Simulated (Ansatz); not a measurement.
# C₂H₆N₂S: one species, many methods

One table from this session's results is given with a row withheld; the runs are named, their logs left out.

Program: Ansatz 0.2.0, Gaussian basis. Level of theory: functionals in def2-TZVPP, the program's frozen cores in correlated methods. These are calculated values, not measurements.

Plan: PBE-D4, r2SCAN-D4, PBE0-D4, B3LYP-D4, ωB97X-V, ωB97M-V, B2PLYP; CCSD(T)/def2-TZVPP; MP2/def2-QZVPP; extrapolation to the limit.

## The relaxed structure

The geometry comes from an earlier relaxation with PBE0-D4 in a triple-zeta def2 set; it is a stationary point, not always the lowest conformer.

SMILES `CNC(N)=S`, 11 atoms, charge 0, spin multiplicity 1.

Atoms are counted from 1 here; the program's logs count them from 0.

Bond lengths: C1–N2 1.437 Å, C1–H6 1.089 Å, C1–H7 1.095 Å, C1–H8 1.097 Å, N2–C3 1.346 Å, N2–H9 1.004 Å, C3–N4 1.351 Å, C3–S5 1.665 Å, N4–H10 1.003 Å, N4–H11 1.005 Å. Angles: N2–C1–H6 108.8°, N2–C1–H7 111.7°, N2–C1–H8 112.1°, H6–C1–H7 107.8°, H6–C1–H8 107.4°, H7–C1–H8 108.8°, C1–N2–C3 125.7°, C1–N2–H9 120.0°, C3–N2–H9 114.2°, N2–C3–N4 116.0°, N2–C3–S5 121.9°, N4–C3–S5 122.1°, C3–N4–H10 116.2°, C3–N4–H11 122.3°, H10–N4–H11 118.6°.

Coordinates:

```xyz
11
C2H6N2S
C    -1.3240   -0.3518    0.3065
N    -0.2834    0.6171    0.5171
C     0.9432    0.5861   -0.0371
N     1.2081   -0.4743   -0.8315
S     2.0554    1.7973    0.2210
H    -2.2195   -0.0256    0.8325
H    -1.5765   -0.4518   -0.7547
H    -1.0534   -1.3390    0.7000
H    -0.4584    1.4275    1.0842
H     2.1497   -0.5505   -1.1700
H     0.6242   -1.2921   -0.8473
```

Set-up of the first run:

in.yaml reads:

```yaml
crystal:
  periodic: [false, false, false]
  atoms:
    - {symbol: C, position_ang: [-1.323951, -0.351778, 0.306527]}
    - {symbol: N, position_ang: [-0.283420, 0.617107, 0.517109]}
    - {symbol: C, position_ang: [0.943239, 0.586103, -0.037129]}
    - {symbol: N, position_ang: [1.208118, -0.474251, -0.831521]}
    - {symbol: S, position_ang: [2.055450, 1.797318, 0.220994]}
    - {symbol: H, position_ang: [-2.219526, -0.025605, 0.832508]}
    - {symbol: H, position_ang: [-1.576471, -0.451763, -0.754739]}
    - {symbol: H, position_ang: [-1.053450, -1.339027, 0.700031]}
    - {symbol: H, position_ang: [-0.458362, 1.427455, 1.084236]}
    - {symbol: H, position_ang: [2.149707, -0.550476, -1.169990]}
    - {symbol: H, position_ang: [0.624166, -1.292081, -0.847325]}
basis:
  gaussian: {orbitals: def2-TZVPP}
hamiltonian: {xc: pbe, dispersion: d4}
output: {forces: true, orbitals: {seedname: orbitals}}
```

The run is started by

```bash
$ ansatz run in.yaml --threads 4 --pin off --events-out ev --progress --plain --max-ram 10444MiB
```

Among the steps run: PBE-D4 (GGA); r2SCAN-D4 (meta-GGA); PBE0-D4 (hybrid); B3LYP-D4 (hybrid); ωB97X-V (range-separated); ωB97M-V (range-separated); B2PLYP (double hybrid); CCSD(T) in def2-TZVPP; MP2 in def2-QZVPP.

One of the session's tables, all rows but one given; the rest of the session is left out.

It belongs to the step «Atomisation energies». 

```
            method  atomisation energy (kJ/mol)
            PBE-D4                       4290.2
         r2SCAN-D4                            ?
           PBE0-D4                       4178.5
          B3LYP-D4                       4161.3
           ωB97X-V                       4159.7
           ωB97M-V                       4164.9
            B2PLYP                       4097.0
     HF/def2-TZVPP                       2798.1
    MP2/def2-TZVPP                       4065.3
   CCSD/def2-TZVPP                       3909.3
CCSD(T)/def2-TZVPP                       3988.7
           MP2/CBS                       4199.3
       CCSD(T)/CBS                       4122.7
```

Q: Estimate the row for r2SCAN-D4 from the others.

The run gave: atomisation energy (kJ/mol): 4144.1. In the column «atomisation energy (kJ/mol)» it lies between CCSD(T)/CBS (4122.7) and ωB97X-V (4159.7).

To keep in mind: Free atoms (2 C, 2 N, 1 S, 6 H) were run apart at each level; the atomisation energy is their sum less the molecule, without zero-point or spin-orbit terms.
